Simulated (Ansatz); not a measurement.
Input file:

```yaml
crystal:
  periodic: [false, false, false]
  atoms:
    - {symbol: As, position_ang: [0.000000, 0.000000, 0.000000]}
    - {symbol: Li, position_ang: [0.000000, 0.000000, 2.395300]}
basis:
  gaussian: {orbitals: cc-pVDZ}
magnetization: {spin_polarized: false, initial_magnetization: 2}
correlation: {method: ccsd_t, electrons: outside_noble_gas}
output: {forces: true}
```

```sh
$ ansatz run in.yaml --threads 1 --pin off --events-out ev --progress --plain --max-ram 2393MiB
```

Output:

```
459 factors; integrals over basis functions are off by at most 5.0e-4 eV
mean field evaluation 1: about -60997.3611 eV, gradient 5.1e0 eV
mean field evaluation 2: about -60997.3729 eV, gradient 5.1e0 eV
mean field evaluation 4: about -60997.5033 eV, gradient 6.1e-1 eV
mean field evaluation 8: about -60997.5057 eV, gradient 8.3e-4 eV
mean field evaluation 16: about -60996.6010 eV, gradient 3.3e0 eV
mean field evaluation 32: about -60997.0881 eV, gradient 2.0e0 eV
mean field evaluation 64: about -60994.3258 eV, gradient 3.7e0 eV
mean field evaluation 96: about -60996.7438 eV, gradient 1.1e-3 eV
mean field evaluation 128: about -60997.5057 eV, gradient 2.4e-4 eV
mean field evaluation 160: about -60993.7215 eV, gradient 3.9e0 eV
mean field -60997.50573620 eV, -2241.6169902111 hartree, gradient 2.8e-6 eV, S^2 2.000000; 8 other end points of the search recorded, 0 dependent functions left out
mean field evaluation 192: about -60995.3567 eV, gradient 2.7e-2 eV
mean field evaluation 224: about -60996.8386 eV, gradient 2.4e-2 eV
determinant -60997.50573620 eV, -2241.6169902111 hartree, with singles and doubles -61000.05492870 eV, -2241.7106713073 hartree
determinant -60996.74381057 eV, -2241.5889899606 hartree, with singles and doubles -60999.31408176 eV, -2241.6834456846 hartree
determinant -60994.40956630 eV, -2241.5032080658 hartree, with singles and doubles -60996.82815382 eV, -2241.5920895178 hartree
15 core orbitals not correlated: weight in the atoms' cores, before any rotation towards them, 1.000 or more for the frozen orbitals, at most 0.000 for the correlated occupied ones
reference -60997.50573620 eV, -2241.6169902111 hartree; 4, 2 occupied and 22, 24 virtual orbitals, 459 factors
second order -2.04761132 eV of doubles, -0.06143936 eV of singles
cycle   1  -2.54721910 eV  change   -3.7e-2 eV  update   1.9e-2
cycle   2  -2.55220530 eV  change   -5.0e-3 eV  update   7.7e-3
cycle   3  -2.55404802 eV  change   -1.8e-3 eV  update   5.0e-3
cycle   4  -2.55529622 eV  change   -1.2e-3 eV  update   2.2e-3
cycle   5  -2.55566494 eV  change   -3.7e-4 eV  update   1.0e-3
cycle   6  -2.55587324 eV  change   -2.1e-4 eV  update   4.4e-4
cycle   7  -2.55591287 eV  change   -4.0e-5 eV  update   1.4e-4
cycle   8  -2.55590732 eV  change    5.5e-6 eV  update   5.3e-5
cycle   9  -2.55590250 eV  change    4.8e-6 eV  update   1.6e-5
cycle  10  -2.55590332 eV  change   -8.2e-7 eV  update   5.6e-6
cycle  11  -2.55590409 eV  change   -7.6e-7 eV  update   2.0e-6
cycle  12  -2.55590427 eV  change   -1.8e-7 eV  update   7.6e-7
cycle  13  -2.55590429 eV  change   -1.7e-8 eV  update   3.4e-7
perturbative correction -0.06036447 eV, -0.0022183534 hartree
the calculation of the forces begins
Total energy: -61000.12200496 eV, -2241.7131363146 hartree
Atom 0 at     0.000000     0.000000     0.000000 Å, force    -0.000000     0.000000    -0.412428 eV/Å
Atom 1 at     0.000000     0.000000     2.395300 Å, force     0.000000     0.000000     0.412428 eV/Å
Dipole moment:    -0.000000     0.000000     1.256113 e Å
```

Forces (eV/Å):
```
As   0.000  0.000 -0.412
Li   0.000  0.000  0.412
```

For the same geometry and basis full CI lies 20.0 meV lower.

Ran on 1 thread of Arm Neoverse V1, shared host: 3.4 s wall, 0.1 GiB peak host memory.
